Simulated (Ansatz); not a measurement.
Basis-set extrapolation for C₅H₈O, SMILES `CC1C=COC1` (PBE0-D4/def2-TZVP geometry, frozen core, Ansatz). Multiplicity 1, RHF reference.

```csv
,def2-TZVPP,def2-QZVPP
HF,-268.930968,-268.943218
MP2 correlation,-1.062766,-1.133644
CCSD(T) correlation,-1.151773,not run
```

Energies in hartree. Use E(X) = E(∞) + A·exp(−7.88·√X) for Hartree–Fock and E(X) = E(∞) + B·X^(−2.97) for correlation, with X = 3 and 4, and add CCSD(T) minus MP2 of the smaller set to the MP2 limit.

Question: What is the CCSD(T) energy at the basis-set limit?

Answer: HF limit: -268.943218 + (-0.012250) × 0.13774 = -268.94491. MP2 limit: -1.133644 + (-0.070878) × 0.74074 = -1.18615. Higher-order term: -1.151773 − (-1.062766) = -0.08901. Total: -270.22007 hartree, 360.6 kJ/mol below CCSD(T)/def2-TZVPP.
